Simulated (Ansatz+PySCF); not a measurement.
# singlet C₂H(-): levels of theory in one basis

```tsv
atom	x (Å)	y (Å)	z (Å)
H	0.0045	0.0233	-1.6188
C	-0.0146	0.0460	-0.5069
C	-0.0062	0.0449	0.7776
```

Basis set: def2-SVP (spherical functions). Frozen core: 2 orbitals. Charge -1, multiplicity 1.

Computed with Ansatz (development build ahead of 0.2.0); each method stands on the lowest determinant of its kind that the runs found. NEVPT2 correlates all electrons. Active spaces start from the frontier orbitals, and the lowest solution found is given.

```json
{"method": "RHF", "E − E(RHF) (eV)": "0.00", "<S²> of the determinant": "0.00"}
{"method": "RHF-MP2", "E − E(RHF) (eV)": "-6.99", "<S²> of the determinant": "–"}
{"method": "RHF-CCSD", "E − E(RHF) (eV)": "-7.35", "<S²> of the determinant": "–"}
{"method": "CASSCF(10,9)", "E − E(RHF) (eV)": "-3.51", "<S²> of the determinant": "–"}
{"method": "SC-NEVPT2(10,9)", "E − E(RHF) (eV)": "-7.03", "<S²> of the determinant": "–"}
```

(1) What does RHF-CCSD(T) give on the same scale?

(2) Is a single determinant a sound starting point here?

Answers

(1) -7.71 eV.

(2) By this sign, yes. Unrestricted orbitals gain 0.00 eV and <S²> is 0.00 against 0.00 for a pure state. The CASSCF(10,9) natural occupations are 1.99, 1.98, 1.98, 1.94, 1.94, 0.07, 0.07, 0.03, 0.02.

Caution: no diffuse functions for an anion.
